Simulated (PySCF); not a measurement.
# Difluorodisulfane (S2F2): electronic excitations at several levels of theory, part 2 of 2

PySCF 2.14.0. Atoms count from 0. Earlier steps stand in the parts before.

## Step 10: Excited states and response: wB97X-D/def2-SVPD

What the job is given:

```
{"job": {"kind": "uv", "xc": "wB97X-D", "basis": "def2-SVPD", "ip": true}, "charge": 0, "multiplicity": 1}
F     -1.717839     0.520560     0.658994
S     -0.916791    -0.556505    -0.297620
S      0.925232    -0.563751     0.251884
F      1.709398     0.599697    -0.613259
```

With the program's defaults for keys left out, this is: TDDFT wB97X-D/def2-SVPD, vertical, gas phase, core orbitals frozen in the response.

The log of the run:

```text
coarse grid: 5424 points
cycle   1  E = -995.3838007417  dE =  5.062e-01  |g| = 6.687e-01  |ddm| = 2.477e+00
cycle   2  E = -995.3204665818  dE =  6.333e-02  |g| = 9.607e-01  |ddm| = 1.102e+00
cycle   3  E = -995.4772403893  dE = -1.568e-01  |g| = 6.906e-02  |ddm| = 6.057e-01
cycle   4  E = -995.4783150879  dE = -1.075e-03  |g| = 1.463e-02  |ddm| = 9.951e-02
cycle   5  E = -995.4784476196  dE = -1.325e-04  |g| = 3.621e-03  |ddm| = 3.006e-02
cycle   6  E = -995.4784636739  dE = -1.605e-05  |g| = 1.501e-03  |ddm| = 1.189e-02
cycle   7  E = -995.4784672020  dE = -3.528e-06  |g| = 3.769e-04  |ddm| = 7.437e-03
final grid: 46704 points
cycle   8  E = -995.5744763694  dE = -5.182e-05  |g| = 8.186e-03  |ddm| = 5.017e-02
cycle   9  E = -995.5744719126  dE =  4.457e-06  |g| = 1.023e-02  |ddm| = 1.248e-02
cycle  10  E = -995.5744881150  dE = -1.620e-05  |g| = 7.406e-04  |ddm| = 5.722e-03
cycle  11  E = -995.5744882834  dE = -1.685e-07  |g| = 2.174e-04  |ddm| = 1.229e-03
cycle  12  E = -995.5744883097  dE = -2.625e-08  |g| = 5.003e-05  |ddm| = 5.063e-04
cycle  13  E = -995.5744883118  dE = -2.135e-09  |g| = 1.501e-05  |ddm| = 1.398e-04
cycle  14  E = -995.5744883122  dE = -3.984e-10  |g| = 7.209e-06  |ddm| = 7.572e-05
converged SCF energy = -995.5744883122

Static polarisability (au): isotropic 43.951, principal 35.613 36.984 59.257

Singlet excitations
state   eV       nm        f      main configurations
  1   4.9167    252.2   0.00014   H->L+1 0.53, H-1->L 0.45
  2   5.0411    245.9   0.00089   H->L 0.55, H-1->L+1 0.42
  3   5.5546    223.2   0.00286   H-1->L 0.53, H->L+1 0.46
  4   6.1536    201.5   0.04773   H->L 0.31, H-1->L+1 0.29, H->L+2 0.27
  5   6.6642    186.0   0.00010   H-1->L+2 0.88
  6   6.6836    185.5   0.02847   H->L+2 0.44, H-2->L 0.42
  7   7.0593    175.6   0.00512   H-2->L+1 0.93
  8   7.1598    173.2   0.11042   H-2->L 0.48, H->L+2 0.17, H-1->L+1 0.14
  9   8.3791    148.0   0.06086   H->L+3 0.88
 10   8.4658    146.5   0.07359   H-1->L+3 0.86

Triplet excitations (Tamm-Dancoff, eV): 4.0693 4.2650 4.7643 4.8706
Vertical ionisation energy (delta-SCF) = 11.1874 eV
Vertical electron affinity (delta-SCF) = -0.1062 eV
```

It took 19 s on 1 thread of Arm Neoverse V2, shared host; peak memory 0.42 GiB.

Key values: HOMO -10.58 eV, LUMO -0.27 eV; lowest singlet 4.92 eV.

## Step 11: TDDFT and polarisability: LC-wPBE/def2-SVPD

What the job is given:

```
{"job": {"kind": "uv", "xc": "LC-wPBE", "basis": "def2-SVPD", "ip": true}, "charge": 0, "multiplicity": 1}
F     -1.717839     0.520560     0.658994
S     -0.916791    -0.556505    -0.297620
S      0.925232    -0.563751     0.251884
F      1.709398     0.599697    -0.613259
```

Method: TDDFT LC-wPBE/def2-SVPD, vertical, gas phase, core orbitals frozen in the response.

The log of the run:

```text
coarse grid: 5424 points
cycle   1  E = -995.0706739208  dE =  4.988e-01  |g| = 6.665e-01  |ddm| = 2.489e+00
cycle   2  E = -995.0531535306  dE =  1.752e-02  |g| = 8.283e-01  |ddm| = 1.022e+00
cycle   3  E = -995.1669635600  dE = -1.138e-01  |g| = 8.035e-02  |ddm| = 5.198e-01
cycle   4  E = -995.1684348526  dE = -1.471e-03  |g| = 1.643e-02  |ddm| = 1.039e-01
cycle   5  E = -995.1686859553  dE = -2.511e-04  |g| = 4.664e-03  |ddm| = 4.408e-02
cycle   6  E = -995.1687185798  dE = -3.262e-05  |g| = 2.025e-03  |ddm| = 1.674e-02
cycle   7  E = -995.1687250180  dE = -6.438e-06  |g| = 5.302e-04  |ddm| = 9.946e-03
final grid: 46704 points
cycle   8  E = -995.2966966380  dE = -2.469e-05  |g| = 1.022e-02  |ddm| = 3.622e-02
cycle   9  E = -995.2966874346  dE =  9.203e-06  |g| = 1.238e-02  |ddm| = 1.166e-02
cycle  10  E = -995.2967118339  dE = -2.440e-05  |g| = 5.553e-04  |ddm| = 6.663e-03
cycle  11  E = -995.2967119212  dE = -8.729e-08  |g| = 1.302e-04  |ddm| = 9.109e-04
cycle  12  E = -995.2967119346  dE = -1.342e-08  |g| = 3.874e-05  |ddm| = 3.338e-04
cycle  13  E = -995.2967119362  dE = -1.580e-09  |g| = 1.221e-05  |ddm| = 1.312e-04
cycle  14  E = -995.2967119364  dE = -2.351e-10  |g| = 6.712e-06  |ddm| = 5.649e-05
converged SCF energy = -995.2967119364

Static polarisability (au): isotropic 43.303, principal 35.210 36.588 58.112

Singlet excitations
state   eV       nm        f      main configurations
  1   4.9031    252.9   0.00023   H->L+1 0.51, H-1->L 0.44
  2   5.0406    246.0   0.00101   H->L 0.52, H-1->L+1 0.42
  3   5.8533    211.8   0.00366   H-1->L 0.52, H->L+1 0.44
  4   6.3078    196.6   0.04029   H->L 0.31, H->L+2 0.25, H-1->L+1 0.24
  5   6.8439    181.2   0.00011   H-1->L+2 0.69, H-1->L+6 0.16
  6   6.8635    180.6   0.02275   H-2->L 0.49, H->L+2 0.30
  7   7.2273    171.5   0.00516   H-2->L+1 0.87
  8   7.3952    167.7   0.12674   H-2->L 0.37, H-1->L+1 0.18, H->L+2 0.16
  9   8.6815    142.8   0.06209   H->L+3 0.77, H->L+7 0.13
 10   8.7471    141.7   0.07046   H-1->L+3 0.75, H-1->L+7 0.14

Triplet excitations (Tamm-Dancoff, eV): 3.9285 4.1371 4.9292 5.0541
Vertical ionisation energy (delta-SCF) = 11.2996 eV
```

Run time: 19 s. Hardware: 1 thread of Arm Neoverse V2, shared host; peak memory 0.42 GiB.

Key values: HOMO -11.41 eV, LUMO 0.24 eV; lowest singlet 4.90 eV.

## Step 12: TDDFT and polarisability: PBE0/6-31G*

What the job is given:

```
{"job": {"kind": "uv", "xc": "PBE0", "basis": "6-31G*"}, "charge": 0, "multiplicity": 1}
F     -1.717839     0.520560     0.658994
S     -0.916791    -0.556505    -0.297620
S      0.925232    -0.563751     0.251884
F      1.709398     0.599697    -0.613259
```

With the program's defaults for keys left out, this is: TDDFT PBE0/6-31G*, vertical, gas phase, core orbitals frozen in the response.

The log of the run:

```text
coarse grid: 5424 points
cycle   1  E = -995.4276681801  dE =  6.166e-01  |g| = 7.278e-01  |ddm| = 2.583e+00
cycle   2  E = -995.1495798960  dE =  2.781e-01  |g| = 1.446e+00  |ddm| = 1.582e+00
cycle   3  E = -995.5274957171  dE = -3.779e-01  |g| = 3.567e-02  |ddm| = 1.090e+00
cycle   4  E = -995.5278333968  dE = -3.377e-04  |g| = 1.899e-02  |ddm| = 6.906e-02
cycle   5  E = -995.5279267834  dE = -9.339e-05  |g| = 1.960e-03  |ddm| = 1.928e-02
cycle   6  E = -995.5279281088  dE = -1.325e-06  |g| = 5.777e-04  |ddm| = 3.870e-03
final grid: 46704 points
cycle   7  E = -995.5016582334  dE = -1.033e-05  |g| = 2.276e-03  |ddm| = 1.636e-02
cycle   8  E = -995.5016586040  dE = -3.706e-07  |g| = 1.999e-03  |ddm| = 5.632e-03
cycle   9  E = -995.5016594560  dE = -8.520e-07  |g| = 8.583e-04  |ddm| = 3.022e-03
cycle  10  E = -995.5016596175  dE = -1.615e-07  |g| = 7.246e-05  |ddm| = 9.666e-04
cycle  11  E = -995.5016596188  dE = -1.313e-09  |g| = 2.462e-05  |ddm| = 1.095e-04
cycle  12  E = -995.5016596189  dE = -1.041e-10  |g| = 1.645e-05  |ddm| = 4.353e-05
converged SCF energy = -995.5016596189

Static polarisability (au): isotropic 33.581, principal 23.358 24.501 52.885

Singlet excitations
state   eV       nm        f      main configurations
  1   5.0129    247.3   0.00027   H->L+1 0.62, H-1->L 0.37
  2   5.1545    240.5   0.00163   H->L 0.53, H-1->L+1 0.45
  3   5.5572    223.1   0.00418   H-1->L 0.62, H->L+1 0.38
  4   6.1770    200.7   0.02511   H->L+2 0.42, H->L 0.28, H-1->L+1 0.23
  5   6.5726    188.6   0.00001   H-1->L+2 0.98
  6   6.6288    187.0   0.03276   H-2->L 0.41, H->L+2 0.40, H-1->L+1 0.08
  7   6.9171    179.2   0.00432   H-2->L+1 0.95
  8   7.0588    175.6   0.08029   H-2->L 0.50, H-2->L+2 0.16, H-1->L+1 0.13
  9   8.8245    140.5   0.00540   H-3->L 0.84, H-4->L+1 0.09
 10   8.9167    139.0   0.04887   H-3->L+1 0.75, H-2->L+2 0.09

Triplet excitations (Tamm-Dancoff, eV): 4.0494 4.2701 4.7205 4.8612
```

Run time: 2.9 s. Hardware: 1 thread of Arm Neoverse V2, shared host; peak memory 0.42 GiB.

This run: HOMO -8.26 eV, LUMO -1.41 eV; lowest singlet 5.01 eV.

## Step 13: Excited states and response: PBE0/def2-SVP

What the job is given:

```
{"job": {"kind": "uv", "xc": "PBE0", "basis": "def2-SVP"}, "charge": 0, "multiplicity": 1}
F     -1.717839     0.520560     0.658994
S     -0.916791    -0.556505    -0.297620
S      0.925232    -0.563751     0.251884
F      1.709398     0.599697    -0.613259
```

Method: TDDFT PBE0/def2-SVP, vertical, gas phase, core orbitals frozen in the response.

The log of the run:

```text
coarse grid: 5424 points
cycle   1  E = -994.9423940092  dE =  5.740e-01  |g| = 7.307e-01  |ddm| = 2.506e+00
cycle   2  E = -994.6729723025  dE =  2.694e-01  |g| = 1.431e+00  |ddm| = 1.517e+00
cycle   3  E = -995.0427760743  dE = -3.698e-01  |g| = 4.565e-02  |ddm| = 1.022e+00
cycle   4  E = -995.0432651853  dE = -4.891e-04  |g| = 2.053e-02  |ddm| = 7.404e-02
cycle   5  E = -995.0433690399  dE = -1.039e-04  |g| = 2.115e-03  |ddm| = 1.911e-02
cycle   6  E = -995.0433704275  dE = -1.388e-06  |g| = 5.697e-04  |ddm| = 3.555e-03
final grid: 46704 points
cycle   7  E = -995.1377016946  dE = -1.042e-05  |g| = 2.422e-03  |ddm| = 1.815e-02
cycle   8  E = -995.1377022023  dE = -5.077e-07  |g| = 1.871e-03  |ddm| = 5.253e-03
cycle   9  E = -995.1377028630  dE = -6.606e-07  |g| = 8.740e-04  |ddm| = 2.758e-03
cycle  10  E = -995.1377030266  dE = -1.637e-07  |g| = 7.427e-05  |ddm| = 9.151e-04
cycle  11  E = -995.1377030280  dE = -1.358e-09  |g| = 2.511e-05  |ddm| = 1.022e-04
cycle  12  E = -995.1377030281  dE = -1.066e-10  |g| = 1.639e-05  |ddm| = 3.994e-05
converged SCF energy = -995.1377030281

Static polarisability (au): isotropic 31.838, principal 22.270 23.639 49.604

Singlet excitations
state   eV       nm        f      main configurations
  1   5.1063    242.8   0.00042   H->L+1 0.59, H-1->L 0.40
  2   5.2419    236.5   0.00218   H->L 0.55, H-1->L+1 0.44
  3   5.6409    219.8   0.00384   H-1->L 0.59, H->L+1 0.40
  4   6.3242    196.0   0.03526   H->L+2 0.30, H->L 0.30, H-1->L+1 0.28
  5   6.7443    183.8   0.01115   H-2->L 0.52, H->L+2 0.42
  6   6.7871    182.7   0.00004   H-1->L+2 0.95
  7   6.9799    177.6   0.00242   H-2->L+1 0.92
  8   7.1628    173.1   0.07604   H-2->L 0.37, H->L+2 0.22, H-2->L+2 0.18
  9   8.9063    139.2   0.00615   H-3->L 0.84, H-4->L+1 0.09
 10   9.0250    137.4   0.02418   H-3->L+1 0.76

Triplet excitations (Tamm-Dancoff, eV): 4.1009 4.3320 4.7560 4.8901
```

Run time: 2.8 s. Hardware: 1 thread of Arm Neoverse V2, shared host; peak memory 0.42 GiB.

In short: HOMO -8.42 eV, LUMO -1.48 eV; lowest singlet 5.11 eV.

## Step 14: Excited states and response: PBE0/def2-TZVP

What the job is given:

```
{"job": {"kind": "uv", "xc": "PBE0", "basis": "def2-TZVP"}, "charge": 0, "multiplicity": 1}
F     -1.717839     0.520560     0.658994
S     -0.916791    -0.556505    -0.297620
S      0.925232    -0.563751     0.251884
F      1.709398     0.599697    -0.613259
```

Level: TDDFT PBE0/def2-TZVP, vertical, gas phase, core orbitals frozen in the response.

The log of the run:

```text
coarse grid: 5424 points
cycle   1  E = -995.6048421811  dE =  5.624e-01  |g| = 6.902e-01  |ddm| = 2.029e+00
cycle   2  E = -995.3634393038  dE =  2.414e-01  |g| = 1.402e+00  |ddm| = 1.010e+00
cycle   3  E = -995.6842631341  dE = -3.208e-01  |g| = 6.584e-02  |ddm| = 6.670e-01
cycle   4  E = -995.6850331017  dE = -7.700e-04  |g| = 2.583e-02  |ddm| = 6.580e-02
cycle   5  E = -995.6851830886  dE = -1.500e-04  |g| = 3.580e-03  |ddm| = 1.920e-02
cycle   6  E = -995.6851862962  dE = -3.208e-06  |g| = 7.552e-04  |ddm| = 3.245e-03
final grid: 46704 points
cycle   7  E = -995.6952336355  dE = -2.557e-05  |g| = 4.725e-03  |ddm| = 1.591e-02
cycle   8  E = -995.6952323021  dE =  1.333e-06  |g| = 4.851e-03  |ddm| = 5.547e-03
cycle   9  E = -995.6952354113  dE = -3.109e-06  |g| = 1.915e-03  |ddm| = 3.449e-03
cycle  10  E = -995.6952359803  dE = -5.689e-07  |g| = 1.315e-04  |ddm| = 8.838e-04
cycle  11  E = -995.6952359836  dE = -3.339e-09  |g| = 5.740e-05  |ddm| = 1.306e-04
cycle  12  E = -995.6952359841  dE = -4.884e-10  |g| = 3.555e-05  |ddm| = 6.344e-05
cycle  13  E = -995.6952359843  dE = -2.660e-10  |g| = 4.741e-06  |ddm| = 2.729e-05
converged SCF energy = -995.6952359843

Static polarisability (au): isotropic 38.099, principal 28.408 29.639 56.249

Singlet excitations
state   eV       nm        f      main configurations
  1   4.8992    253.1   0.00009   H->L+1 0.57, H-1->L 0.42
  2   5.0170    247.1   0.00108   H->L 0.55, H-1->L+1 0.43
  3   5.3633    231.2   0.00241   H-1->L 0.57, H->L+1 0.42
  4   6.1082    203.0   0.05793   H->L 0.32, H-1->L+1 0.32, H->L+2 0.24
  5   6.5547    189.2   0.01288   H-2->L 0.49, H->L+2 0.46
  6   6.6058    187.7   0.00006   H-1->L+2 0.91, H-2->L+1 0.08
  7   6.8515    181.0   0.00333   H-2->L+1 0.90, H-1->L+2 0.08
  8   6.9817    177.6   0.09904   H-2->L 0.41, H->L+2 0.25, H-2->L+2 0.14
  9   8.9387    138.7   0.00660   H-3->L 0.86
 10   9.0460    137.1   0.09012   H-3->L+1 0.71, H-2->L+2 0.14

Triplet excitations (Tamm-Dancoff, eV): 3.9306 4.1858 4.4705 4.5924
```

It took 7.8 s on 1 thread of Arm Neoverse V2, shared host; peak memory 0.47 GiB.

In short: HOMO -8.48 eV, LUMO -1.79 eV; lowest singlet 4.90 eV.

## Step 15: Side by side: electronic excitations

Excitations and ground-state properties, with basis size and wall time:

```csv
run,lowest singlet (eV),brightest (eV),f,gap (eV),α (Å³),μ (D),functions,time
HF/def2-SVPD,5.35,8.58,0.136,13.38,6.05,1.80,100,3.6 s
LDA/def2-SVPD,4.74,6.37,0.089,4.30,6.90,1.42,100,14 s
PBE/def2-SVPD,4.77,6.38,0.088,4.36,6.90,1.37,100,20 s
B3LYP/def2-SVPD,4.88,6.88,0.095,6.17,6.66,1.56,100,16 s
PBE0/def2-SVPD,4.93,7.00,0.103,6.65,6.59,1.50,100,15 s
BHandHLYP/def2-SVPD,5.05,7.54,0.114,8.94,6.36,1.70,100,13 s
CAM-B3LYP/def2-SVPD,4.89,7.17,0.108,9.13,6.55,1.62,100,19 s
wB97X-D/def2-SVPD,4.92,7.16,0.110,10.31,6.51,1.52,100,19 s
LC-wPBE/def2-SVPD,4.90,7.40,0.127,11.64,6.42,1.53,100,19 s
PBE0/6-31G*,5.01,7.06,0.080,6.86,4.98,1.46,64,2.9 s
PBE0/def2-SVP,5.11,7.16,0.076,6.94,4.72,1.69,64,2.8 s
PBE0/def2-TZVP,4.90,6.98,0.099,6.69,5.65,1.52,136,7.8 s
```

Measured dipole: 1.45 D (gas; NIST CCCBDB Release 22 (SRD 101), experimental dipoles).

## Step 16: Summary of results

What follows sums up all 2 parts.

| quantity | value |
| --- | --- |
| point group | C2 |
| rotational constants (main isotopes) | 11.00, 2.72, 2.53 GHz |
| lowest singlet (HF/def2-SVPD) | 5.35 eV (232 nm), f = 0.001 |
| brightest single state of those computed | state 8, 8.58 eV, f = 0.136 |
| lowest triplet | 4.07 eV |
| range of the lowest singlet | 4.74 to 5.35 eV |

**Reading.** Single values in the summary come from the first run of each kind that ended normally (HF/def2-SVPD), which need not be the best level. Relaxing lowered the energy by 0.338 eV in 5 steps; the close pair that moved most is S1–S2, from 2.050 to 1.922 Å. The lowest singlet, at 5.35 eV, is HOMO→LUMO+1 0.40, HOMO−1→LUMO 0.30 and is weak; of the 10 states computed, the strongest absorption comes from state 8 at 8.58 eV (the last state computed is bright too, and its partners may lie past the list). The lowest triplet lies 1.28 eV below the lowest singlet (triplets in Tamm-Dancoff, singlets in full TDDFT). The dipole moment, 1.80 D, compares with 1.45 D measured. The lowest singlet runs from 4.74 eV (LDA/def2-SVPD) to 5.35 eV (HF/def2-SVPD), while the orbital gap spans 4.30 to 13.38 eV. The lowest state need not be the same one in every run. The runs solved for a few states only, so the brightest column depends on that window. For the measured dipole, PBE0/6-31G* misses least (0.01 D, 2.9 s) and HF/def2-SVPD most (0.35 D, 3.6 s); the quickest, PBE0/def2-SVP, misses by 0.24 D in 2.8 s. One molecule ranks no method: errors cancel, and vibration and temperature are missing from all runs.
